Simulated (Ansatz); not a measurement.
A made-up structure of CH5NNa (charge +1), singlet:

```
8
angstrom
C 0.1373 -0.4939 -0.3111
N 0.1202 0.4801 0.3532
Na -1.8847 0.6602 0.0757
H -0.1905 -0.3130 -1.4258
H -0.5012 -1.3782 0.1280
H 1.0813 -0.5611 -0.1685
H 0.4780 0.3200 1.3786
H 0.7597 1.2858 -0.0302
```

It is relaxed with PBE-D4/def2-SVP and then PBE0-D4/def2-TZVP (Ansatz 0.2.0). Atoms count as bonded within 1.22 times the sum of their covalent radii (H–H: 0.88 Å). The end point is not checked to be a true minimum.

**Question.** Does its bonding change? (Judge from chemistry; the calculation decides.)

**Answer.** By the calculation: Yes. Formed: none; broken: C1–Na3.

Where it ends: The first stage lowers the energy by 4.90 eV in 8 steps. It ends as CH₅NNa ([CH3][NH2][Na]), total charge +1:
```csv
atom,x (Å),y (Å),z (Å)
C1,0.2948,-0.6442,-0.3827
N2,-0.0075,0.5769,0.3940
Na3,-2.2658,1.1920,0.3641
H4,0.0094,-0.4970,-1.4250
H5,-0.2783,-1.4833,0.0137
H6,1.3529,-0.9116,-0.3544
H7,0.3168,0.4364,1.3473
H8,0.5776,1.3307,0.0430
```

Labels in which every atom is bracketed show which atoms are joined, not bond orders.

For scale, one of the runs: PBE0-D4/def2-TZVP relaxation, 124 basis functions, launched by `ansatz run in.yaml --threads 2 --pin off --events-out ev --progress --plain --max-ram 4352MiB`. Hardware: 2 CPU threads of an AMD EPYC 9R45, shared host. Wall time about 4.4 s.
